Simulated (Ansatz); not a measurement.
Reaction (hydrogenolysis of a C–F bond): `COC(C)(F)F` + H₂ → `COC(C)F` + H–F

Isolated molecules relaxed with PBE0-D4/def2-TZVP in Ansatz; ΔE leaves out vibrations. CCSD(T)/CBS adds triple-zeta CCSD(T) − MP2 to the extrapolated MP2 energy (def2 sets, frozen cores). This one scheme is used for every species. DFT in def2-TZVPP. B3LYP here is the variant with VWN-RPA as its local correlation; programs differ in this. Each species was taken in one conformer, which may not be the lowest.

| level | ΔE (kJ/mol) |
| --- | --- |
| r2SCAN-D4 | -37.1 |
| PBE0-D4 | -49.3 |
| B3LYP-D4 | -48.8 |
| ωB97X-V | -42.1 |
| PBE | -48.8 |
| HF/def2-TZVPP | -51.5 |
| HF/def2-QZVPP | -52.2 |
| MP2/CBS(def2) | -61.8 |

What does CCSD(T)/CBS give? (An estimate is asked.)

Ansatz gave: -57.2 kJ/mol. The listed levels differ from it by 20.1, 7.9, 8.4, 15.1, 8.4, 5.7, 5.0, -4.6 kJ/mol.

Largest T1 diagnostic among the species: 0.011.

The D4 term adds +4.0 kJ/mol with B3LYP and +2.1 kJ/mol with PBE0; it sums over pairs of atoms, weighted by their polarisabilities, and B3LYP, whose exchange is more repulsive, gets the larger term.
